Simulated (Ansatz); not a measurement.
Consider GaP in the zinc blende structure (space group F-43m, No. 216; a = 5.451 Å).

Computed with r2SCAN, PAW, 500 eV (Ansatz, a program for electronic structure; spin-orbit coupling left out).

```csv
level,band gap,lattice parameter a
r2SCAN,1.85 eV,5.451 Å
```

Problem. From these computed values, estimate the measured ones, and say how each level misses.

Solution. Measured: band gap 2.43 eV (static lattice; corrected from measurement; as listed in Wei Chen et al., Physical Review Materials (2018)); lattice parameter a 5.439 Å (static lattice; corrected from measurement; as listed in Daniel Mejia-Rodriguez, S. B. Trickey, Phys. Rev. B (2018)). Computed minus measured — band gap: r2SCAN -0.58 eV; lattice parameter a: r2SCAN +0.2 %. A measured gap can be an optical one, lowered by exciton binding. Levels without spin-orbit coupling miss its lowering of the gap, often about a third of the valence-band splitting.

Gaps are Kohn–Sham eigenvalue differences; semilocal functionals usually give less than the measured gap. Stability against distortions was not tested.
